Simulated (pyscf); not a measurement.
7 silicon, germanium or tin steps of one kind (substitution at N, radical): barrier in kJ/mol, from the separated reactants or the lowest minimum found. Structures and frequencies: ωB97X-D3(BJ)/def2-SVP in PySCF. Functionals in def2-TZVP; the last column is ωB97M-D3(BJ)/def2-TZVP. Rows were drawn at random from the steps of this kind and element class whose saddle was verified and whose references are stable.

| step | PBE | M06-2X | r²SCAN | ωB97M-D3(BJ) |
|---|---|---|---|---|
| NH₃ + H₂N–Si•(NH₂)–NH₂ → H₂N–Si(NH₂)(NH₂)–NH₂ + H• | 47.5 | 61.5 | 53.5 | 65.1 |
| H₂N–SiH₂–Cl + H• → •H₂Si–Cl + NH₃ | 41.6 | 86.2 | 50.9 | 84.6 |
| H₂N–SiH₂–NH–SiH₃ + H• → •H₂Si–NH–SiH₃ + NH₃ | 30.7 | 76.8 | 40.6 | 75.8 |
| NH₃ + H₂N–SiH•–F → H₂N–SiH(NH₂)–F + H• | 35.4 | 60.0 | 37.3 | 57.6 |
| H₂N–GeH₃ + H• → GeH₃• + NH₃ | -2.4 | 40.2 | 6.6 | 36.2 |
| H₂N–SiH₂–NH₂ + H• → NH₃ + H₂N–SiH₂• | ___ | 80.2 | 44.9 | 78.5 |
| H₂N–NH₂ + SiH₃• → H₂N–SiH₃ + NH₂• | ___ | 33.8 | -5.8 | 26.2 |

What belongs in the gaps?


- H₂N–SiH₂–NH₂ + H• → NH₃ + H₂N–SiH₂•, PBE: 30.1
- H₂N–NH₂ + SiH₃• → H₂N–SiH₃ + NH₂•, PBE: -10.3

Differences from the last column (kJ/mol): PBE: mean -35.9, median -38.6, mean size 35.9, lower in 7 of 7; M06-2X: mean +2.1, median +1.7, mean size 3.1, lower in 1 of 7; r²SCAN: mean -28.0, median -32.0, mean size 28.0, lower in 7 of 7. PBE is closest for row 1 (17.6 kJ/mol apart) and farthest for row 6 (48.5 kJ/mol). PBE, r²SCAN and M06-2X carry no added dispersion term. The last column is a level with limits of its own. Each barrier is that of the saddle found. Elements up to Kr have no core potential and no relativistic terms here.
